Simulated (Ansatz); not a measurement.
# C₂F (doublet): from Hartree-Fock to the top rungs, cc-pVTZ

The task here is to estimate one member of a computed series from the others.

The runs use Ansatz 0.2.0, Gaussian basis; cc-pVTZ, core rule «outside noble gas», up to 3 orbitals frozen.

The runs, in order: UHF; CCSD(T) on ROHF; CCSD(T) on UHF; BCCD(T) on ROHF; CCSDT(Q) on ROHF; CCSDT(Q) on UHF; CASSCF and NEVPT2, 15 electrons in 12 orbitals.

8 further runs of the same task are left out: 3 for a known fault of the program, 5 set aside as unsound or not needed. Runs told in other sessions of the task aren't counted.

## The system

The geometry is a PBE0/def2-TZVP stationary point (not a proven minimum) of the parent state, kept for this charge and spin.

3 atoms, charge 0, spin multiplicity 2.

Atoms are counted from 1 here; the program's logs count them from 0.

Bond lengths: C1–C2 1.444 Å, C2–F3 1.292 Å. Angles: C1–C2–F3 117.8°.

As a file:

```xyz
3
C2F
C     0.0000   -0.2306    1.3824
C     0.0000    0.5040    0.1387
F     0.0000   -0.1728   -0.9617
```

Set-up of the first run:

in.yaml reads:

```yaml
crystal:
  periodic: [false, false, false]
  atoms:
    - {symbol: C, position_ang: [0.000000, -0.230648, 1.382426]}
    - {symbol: C, position_ang: [0.000000, 0.503978, 0.138719]}
    - {symbol: F, position_ang: [0.000000, -0.172798, -0.961661]}
basis:
  gaussian: {orbitals: cc-pVTZ}
magnetization: {spin_polarized: true, initial_magnetization: 1}
hamiltonian: {xc: hf}
output: {orbitals: {seedname: orbitals}}
```

Run with:

```sh
> ansatz run in.yaml --threads 1 --pin off --events-out ev --progress --plain --max-ram 4096MiB --backend cpu
```

Among the steps run: UHF; CCSD(T) on ROHF; CCSD(T) on UHF; BCCD(T) on ROHF; CCSDT(Q) on ROHF; CCSDT(Q) on UHF; CASSCF and NEVPT2, 15 electrons in 12 orbitals.

One table of the session follows, with a row left open; its other results are not shown here.

It belongs to the step «Misses and costs». 

```
        method  from RCCSDT(Q) (kJ/mol)
           UHF                        ?
          RMP2                   +167.6
          UMP2                   +219.0
         RCCSD                    +81.7
         UCCSD                    +85.2
      RCCSD(T)                    +13.7
      UCCSD(T)                    +19.9
       BCCD(T)                    +10.9
        RCCSDT                     +6.4
        UCCSDT                     +7.4
     RCCSDT(Q)                        0
     UCCSDT(Q)                     +0.1
CASSCF valence                  +1058.3
NEVPT2 valence                   +158.8
```

Estimate the missing values for UHF.

**Answer.** from RCCSDT(Q) (kJ/mol): +1401.1. In the column «from RCCSDT(Q) (kJ/mol)» it is the highest.

Left out of the table: ROHF (another determinant or state than the rows shown).

Limits of these values: The determinant of HF (⟨S²⟩ 1.58) is far from a pure spin state, so its energy mixes those of several spin states; that is harmless only where they are near-degenerate. The determinant of CCSD(T) (⟨S²⟩ 1.58) is far from a pure spin state, so its energy mixes those of several spin states; high orders of coupled cluster remove much of that, low ones don't. The determinant of CCSDT(Q) (⟨S²⟩ 1.58) is far from a pure spin state, so its energy mixes those of several spin states; high orders of coupled cluster remove much of that, low ones don't. Warnings: spin contamination; coupled cluster took another determinant than the lowest; large T1 diagnostic. Restricted and unrestricted rows rest on different reference determinants; a gap between their highest levels can come from leftover correlation error, from unlike frozen cores or from another state.
